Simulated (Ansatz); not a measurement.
A made-up structure of BSiH4O, doublet:

```
7
angstrom
O -0.2811 -0.3987 -0.4752
B -1.6033 -0.0901 -0.4970
Si 0.9235 0.5290 0.7702
H -2.1978 -0.7022 -1.2680
H 0.0808 -1.0748 -1.0691
H 0.5220 1.5809 1.7346
H 2.3709 0.2176 0.8204
```

It is relaxed with PBE-D4/def2-SVP and then PBE0-D4/def2-TZVP (Ansatz 0.2.0). Atoms count as bonded within 1.22 times the sum of their covalent radii (H–H: 0.88 Å). The end point is not checked to be a true minimum.

(1) Does its bonding change? (Judge from chemistry; the calculation decides.)

Results:

(1) By the calculation: Yes. Formed: B2–Si3; broken: O1–Si3.

Where it ends: The first stage lowers the energy by 5.14 eV in 14 steps. It ends as BSiH₄O ([OH][BH][SiH2]):
O1  (0.039, -1.179, -1.185)
B2  (-0.529, -0.244, -0.381)
Si3  (0.576, 0.746, 0.907)
H4  (-1.708, -0.012, -0.445)
H5  (-0.590, -1.603, -1.775)
H6  (-0.011, 1.777, 1.795)
H7  (2.036, 0.577, 1.099)
(Å)

Labels in which every atom is bracketed show which atoms are joined, not bond orders.

For scale, one of the runs: PBE0-D4/def2-TZVP relaxation, 123 basis functions, launched by `ansatz run in.yaml --threads 2 --pin off --events-out ev --progress --plain --max-ram 4352MiB`. The run took about 18 s on 2 CPU threads of an Arm Neoverse V1 (shared host).
